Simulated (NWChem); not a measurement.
# chloroform (CHCl3); SMILES ClC(Cl)Cl

```xyz
5

Cl     1.4829     0.8401    -0.0742
C      0.0000     0.0000     0.4641
Cl    -1.4690     0.8642    -0.0742
Cl    -0.0139    -1.7043    -0.0742
H      0.0000     0.0000     1.5498
```
Atoms are numbered in this order, from 1.

The geometry was optimised at B3LYP/6-31G* (spherical d).

Problem. List the 4 lowest vertical singlet excitations from PBE0/def2-SVPD, TDA (NWChem).

Solution. 
```csv
state,energy (eV),oscillator strength,leading excitation (squared amplitude)
S1,6.23,0.000,HOMO → LUMO (0.98)
S2,6.62,0.000,HOMO−1 → LUMO (0.97)
S3,6.81,0.017,HOMO−2 → LUMO (0.88)
S4,6.81,0.017,HOMO−3 → LUMO (0.88)
```
